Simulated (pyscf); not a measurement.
Single points on ωB97X-D3(BJ)/def2-SVP structures (PySCF, gas phase). MP2 and CC: frozen core, UHF for open shells. ΔMP2 is the change of the MP2 total energy from the triple- to the quadruple-zeta basis.

Task: For the elementary gas-phase step `[O]=[Ge]=[O]` + `[FH]` -> `[O]=[Ge]([OH])[F]` (singlet surface; F–H broken, F–Ge, H–O formed), what barrier and reaction energy does CCSD(T)/def2-TZVPP + ΔMP2(QZVPP) give, measured from the separated reactants?

Result: ΔE‡ = -3.8 kcal/mol, ΔE = -49.5 kcal/mol. Zero-point energy shifts the barrier by +0.6 kcal/mol. It is an addition across a multiple bond or ene-type step, with an imaginary mode of 448i cm⁻¹. On the reactant side the descent ends in a bound adduct, 9.7 kcal/mol under the separated species and 1.5 kcal/mol under the saddle at ωB97X-D3(BJ)/def2-TZVP. At CCSD(T) the saddle lies under the separated reactants, which points to a path from their complex (located at ωB97X-D3(BJ) alone). At ωB97X-D3(BJ) the barrier from the zero used here is -8.2 kcal/mol. One saddle was located; it need not be the lowest between these sides. The CCSD(T) − MP2 part came from Ansatz, without density fitting, on the same reference. The frozen core leaves the outer d or s,p core shells of the metals and heavy elements correlated in the MP2 and CC values, and def2-TZVPP describes them poorly, which can shift differences by a few kcal/mol. Elements up to Kr have no core potential and no relativistic terms here.
